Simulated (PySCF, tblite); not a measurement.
# C4H9FN radical: geometry, infrared bands and EPR parameters

What infrared bands and EPR parameters should C4H9FN radical (`[CH2]NCCCF`) show?

Computed with tblite 0.8.0 and PySCF 2.14.0, with density-fitted response routines of our own, on a single molecule in the gas phase. Atoms count from 0, in the outputs and in this text.

## Step 1: The molecule as given

15 atoms, charge 0, multiplicity 2; geometry from: force field or distance geometry start.

Bonds of the start (Å): C0–N1 1.45, N1–C2 1.41, C2–C3 1.52, C3–C4 1.52, C4–F5 1.38, C0–H6 1.09, C0–H7 1.12, N1–H8 1.04, C2–H9 1.10, C2–H10 1.13, C3–H11 1.10, C3–H12 1.11, C4–H13 1.13, C4–H14 1.11.

## Step 2: Relaxing the molecule with GFN2-xTB

Job settings and geometry (Å):

```
{"job": {"kind": "relax", "xc": "GFN2-xTB", "basis": "xTB"}, "charge": 0, "multiplicity": 2}
C      2.108000    -0.946200    -0.124300
N      1.608100     0.391600    -0.352000
C      0.282000     0.473600    -0.813900
C     -0.655600     0.045200     0.305700
C     -2.111300     0.085400    -0.116600
F     -2.899500    -0.295600     0.946800
H      3.005400    -1.180100    -0.704900
H      2.215900    -1.120400     0.981000
H      1.896600     1.075400     0.372800
H      0.098500    -0.198000    -1.665000
H     -0.004900     1.508500    -1.179500
H     -0.398200    -0.948400     0.700000
H     -0.563100     0.796300     1.123900
H     -2.170600    -0.718200    -0.912500
H     -2.415600     1.038800    -0.594900
```

The run is started by

```console
$ OMP_NUM_THREADS=1 python probes_run.py task.json out
```

One launch serves the whole session: the jobs run in the order shown.

**Question.** This job is followed by: GFN2-xTB harmonic vibrations, gas phase; UKS B3LYP, pcH-1 on C F H N, non-relativistic, mean-field spin-orbit, GIAO. Predict these results of the whole session: strongest single infrared mode (GFN2-xTB); zero-point energy (GFN2-xTB); g(iso) (B3LYP); ⟨S²⟩; largest a(iso) (averaged by class); surface potential, 1st and 99th percentile.

**Answer**, as computed:

| quantity | value |
| --- | --- |
| strongest single infrared mode (GFN2-xTB) | 692 cm⁻¹, 77 km/mol |
| zero-point energy (GFN2-xTB) | 78.4 kcal/mol |
| g(iso) (B3LYP) | 2.00284 |
| ⟨S²⟩ | 0.753 (exact 0.75) |
| largest a(iso) (averaged by class) | 13C on C0, 117.6 MHz |
| surface potential, 1st and 99th percentile | -1.11 V and 1.70 V |

In words: Over 52 steps the energy fell by 1.010 eV; of the close pairs, C0–N1 changed most, 1.446 to 1.389 Å. No mode is imaginary among the 39: a minimum at this level. The strongest single mode, at 692 cm⁻¹, moves mainly H8. Unscaled tight-binding wavenumbers are off by several per cent, some by more. Its intensities can rank the bands wrongly. C0 carries the largest spin population, 0.85 e. The isotropic g lies 0.5 ppt above the free-electron value.
